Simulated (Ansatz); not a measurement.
# Solid iodine

Method: PBE (Ansatz, a first-principles code, PAW).

Numerical settings: plane-wave cutoff 520 eV, 8×8×4 k mesh (along the axes of the cell as run), Fermi–Dirac smearing 0.01 eV, scalar-relativistic PAW data made under PBE.

Cell (measured lattice):

```yaml
crystal:
  lattice:
    - [3.62895, 2.39140, 0.00000]
    - [-3.62895, 2.39140, 0.00000]
    - [0.00000, 0.00000, 9.82380]
  atoms:
    - { symbol: I, position: [0.84515, 0.84515, 0.88250] }
    - { symbol: I, position: [0.65485, 0.65485, 0.38250] }
    - { symbol: I, position: [0.34515, 0.34515, 0.61750] }
    - { symbol: I, position: [0.15485, 0.15485, 0.11750] }
```

```
Item                                           Value
-------------------------------------------  -------
band gap                                     1.11 eV
smallest direct gap on the k points sampled  1.29 eV
```

Note: cell and atoms aren't relaxed at this level (largest force component 0.33 eV/Å, pressure 0.8 GPa).

Spin–orbit coupling is not included; with these elements it can move the gap by several tenths of an eV or more.

Static lattice: no zero-point or thermal effects.

It cost around 120 core-seconds (rough) of CPU time.
